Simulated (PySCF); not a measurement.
Species: C5H9F.
Geometry (GFN2-xTB, Å), atoms numbered from 1 in this order:
```
atom  x, y, z in Å
F1     1.0551   -1.7741   -1.0137
C2     0.7566   -1.0106    0.1024
C3     1.1950    0.4431   -0.1332
C4    -0.0576    1.2947    0.0919
C5    -1.2023    0.3569   -0.2824
C6    -0.7596   -0.9754    0.3196
H7     1.2898   -1.4952    0.9269
H8     2.0173    0.7327    0.5187
H9     1.5319    0.5308   -1.1666
H10   -0.0466    2.2052   -0.5046
H11   -0.1386    1.5735    1.1439
H12   -1.2708    0.2697   -1.3674
H13   -2.1647    0.6884    0.1035
H14   -1.2355   -1.8348   -0.1493
H15   -0.9744   -0.9969    1.3883
```

Structure optimised with GFN2-xTB, isolated species.

Masses are those of the commonest isotopes; rigid-rotor values at the optimised geometry. The values belong to one conformer with, in the numbering `[F:1][CH:2]1[CH2:3][CH2:4][CH2:5][CH2:6]1`, F1–C2–C3–C4 124°, C2–C3–C4–C5 -29°, C3–C4–C5–C6 41°, C4–C5–C6–C2 -37°.

**Question.** What are A, B and C (MHz)?

**Answer.** Ia = 86.69, Ib = 155.36, Ic = 201.18 u·Å²; 505379 MHz·u·Å²/I gives A = 5830, B = 3253, C = 2512 MHz.

**Question.** What kind of rotor is it?

**Answer.** An asymmetric top: κ = (2 × 3253 − 5830 − 2512)/(5830 − 2512) = -0.55.

**Question.** Is it planar, by Δ = Ic − Ia − Ib?

**Answer.** Not planar: Δ = Ic − Ia − Ib = -40.87 u·Å². For a rigid frame Δ = −2 Σ m c², so Σ m c² = 20.44 u·Å² lies off the ab plane: 9.48 from hydrogen and 10.96 from heavier atoms. The atom farthest from that plane is 1.50 Å away.

**Question.** Give the other two planar moments, Paa and Pbb, and the rms extents of the mass along the axes.

**Answer.** Paa = Σ m a² = (Ib + Ic − Ia)/2 = 134.93 and Pbb = Σ m b² = (Ia + Ic − Ib)/2 = 66.26 u·Å². With the mass M = 88.07 u, the rms extents √(P/M) along a, b and c are 1.24, 0.87, 0.48 Å.

**Question.** List the rotational levels J(Ka,Kc) to J = 2 (MHz).

**Answer.** Above 0(0,0):
J = 1: 1(0,1) 5765, 1(1,1) 8342, 1(1,0) 9083
J = 2: 2(0,2) 17157, 2(1,2) 19131, 2(1,1) 21353, 2(2,1) 29083, 2(2,0) 29221
Those of J = 1 are B + C, A + C and A + B.

**Question.** Estimate the classical rotational partition function at 10 K, 100 K and 200 K.

**Answer.** Point group C1, symmetry number σ = 1; q = (√π/σ)·√((kT/h)³/(ABC)), k/h = 20836.6 MHz/K: 772 at 10 K, 24400 at 100 K, 69100 at 200 K.

GFN2-xTB frequencies: not computed here. Constants of a rigid frame at the computed geometry: no zero-point averaging, no centrifugal distortion.
